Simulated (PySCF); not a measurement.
Constitutional and geometric isomers with formula C3H4. Isolated molecules, 0 K electronic values unless said otherwise. Strings in code marks are SMILES.

The HOMO–LUMO gap from two functionals at the same geometries (B3LYP-D3(BJ)/def2-TZVP), both in PySCF: PBE-D3(BJ)/def2-TZVP and B3LYP-D3(BJ)/def2-TZVP. B3LYP has the VWN-RPA correlation part, as in Gaussian. 

```json
[
 {"species": "`C#CC`", "PBE-D3(BJ)/def2-TZVP (eV)": "6.77", "B3LYP-D3(BJ)/def2-TZVP (eV)": "8.53"},
 {"species": "`C=C=C`", "PBE-D3(BJ)/def2-TZVP (eV)": "5.84", "B3LYP-D3(BJ)/def2-TZVP (eV)": "7.56"},
 {"species": "`C1CC=1`", "PBE-D3(BJ)/def2-TZVP (eV)": "5.15", "B3LYP-D3(BJ)/def2-TZVP (eV)": "6.92"}
]
```

Over these rows, drawn at random from the members with no instability flagged (it was tested for open shells, ions and some series alone), PBE minus B3LYP-D3(BJ): mean -1.75 eV, from -1.77 eV to -1.72 eV.
